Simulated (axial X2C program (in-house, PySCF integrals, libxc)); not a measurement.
## Si₂ at several levels of theory

Computed with an axial X2C code built on PySCF integrals. Spin-free means the one-electron spin-free X2C Hamiltonian; two-component (2c) means X2C with spin–orbit coupling and atomic mean-field two-electron Coulomb and Gaunt terms, so the difference of the two also holds small scalar two-electron terms. Basis: Si dyall-v3z [8s7p2d1f] (cores contracted in-house); Gaussian nuclei, density fitting, unrestricted open shells. Masses: Si 27.977 u.

Input:
```json
{"zs": [14, 14], "q": 0, "bas": ["dyall-v3z", "dyall-v3z"], "levels": ["PBE0", "HF", "TPSS"], "cc": true, "r0": 2.32, "thr": -2.0, "nmax": 90, "npts": 10, "nst": 2, "ntry": 6}
```
```bash
python so2c.py task.json out
```

Keys: zs atomic numbers; q charge; bas basis sets; levels methods; cc coupled cluster on or off; r0 starting distance in Å; thr threshold in hartree for freezing inner shells (an s shell follows its p shell); nmax most natural virtual spinors; npts points on the curve; nst determinants followed; ntry starts of the search. HF also brings MP2.

State, spin-free: M_S = 1, Λ = 0 (beyond evenly filled blocks: π+α, π-α); electrons by block: σα: 9, σβ: 9, π+α: 3, π+β: 2, π-α: 3, π-β: 2. Fragments: Si + Si.

State, 2c: Ω = 1 (⟨Sz⟩ = 1.00, ⟨Lz⟩ = 0.00 at PBE0); electrons by block: 1/2: 11, -1/2: 12, 3/2: 3, -3/2: 2. Fragments: Si + Si.

```json
{"Hamiltonian": "spin-free", "level": "PBE0", "Re (Å)": "2.260", "ωe (cm⁻¹)": "516.2", "Be (cm⁻¹)": "0.2359", "De (eV)": "3.30", "D0 (eV)": "3.26"}
{"Hamiltonian": "spin-free", "level": "HF", "Re (Å)": "2.222", "ωe (cm⁻¹)": "573.1", "Be (cm⁻¹)": "0.2441", "De (eV)": "1.76", "D0 (eV)": "1.73"}
{"Hamiltonian": "spin-free", "level": "MP2", "Re (Å)": "2.258", "ωe (cm⁻¹)": "517.8", "Be (cm⁻¹)": "0.2364", "De (eV)": "3.00", "D0 (eV)": "2.97"}
{"Hamiltonian": "spin-free", "level": "CCSD", "Re (Å)": "2.253", "ωe (cm⁻¹)": "527.1", "Be (cm⁻¹)": "0.2375", "De (eV)": "2.88", "D0 (eV)": "2.85"}
{"Hamiltonian": "spin-free", "level": "CCSD(T)", "Re (Å)": "2.266", "ωe (cm⁻¹)": "508.5", "Be (cm⁻¹)": "0.2346", "De (eV)": "3.05", "D0 (eV)": "3.02"}
{"Hamiltonian": "spin-free", "level": "TPSS", "Re (Å)": "2.281", "ωe (cm⁻¹)": "491.9", "Be (cm⁻¹)": "0.2317", "De (eV)": "3.36", "D0 (eV)": "3.33"}
{"Hamiltonian": "2c", "level": "PBE0", "Re (Å)": "2.261", "ωe (cm⁻¹)": "516.1", "Be (cm⁻¹)": "0.2358", "De (eV)": "3.29", "D0 (eV)": "3.26"}
```

Correlated methods: 8 electrons correlated (number of frozen shells: Si 2 s, 1 p), 140 virtual spin orbitals or spinors in MP2, 90 natural virtuals in coupled cluster.

Occupations by symmetry block were frozen at the best pattern of an incomplete PBE0 search. De is counted from the lowest determinant-based energies of the atoms at the same level, without counterpoise correction. Density functionals use the spin component along the axis (collinear). CCSD and (T) use frozen natural virtuals with an MP2 correction for the truncation; (T) itself is uncorrected, so its De runs slightly low. The 2c atoms are single determinants rather than J levels; their spin–orbit lowering is only partly caught, and De is too large by that part. This holds for PBE0. PBE0 can misorder states that lie within some tenths of an eV, so this need not be the ground state of the molecule. The nearest other spin-free determinant of the search, M_S = 1, Λ = 1, lies 0.38 eV up at the distance of the search. Without a current term, density functionals place determinants with orbital angular momentum somewhat too high. With several unpaired electrons one determinant need not be a pure state. Open-shell Ω = 0 determinants with evenly filled partner blocks cannot be reached by this program, so the Ω shown need not be the lowest component. This is the Ω = 1 component of a π² triplet; the 0⁺ component is not one determinant and can lie lowest.

No reliable constants came from CCSD (2c), CCSD(T) (2c), HF (2c), MP2 (2c), TPSS (2c): no minimum in range, unconverged points, a curve that is not smooth, a change of character along it, or the two Hamiltonians disagreeing along it.

Rough cost a point (2c) on 1 thread(s) of a shared host, integrals apart: PBE0 0.22 s.

The whole task took 74 s on 1 thread of Intel(R) Xeon(R) Processor @ 2.30GHz (shared host).
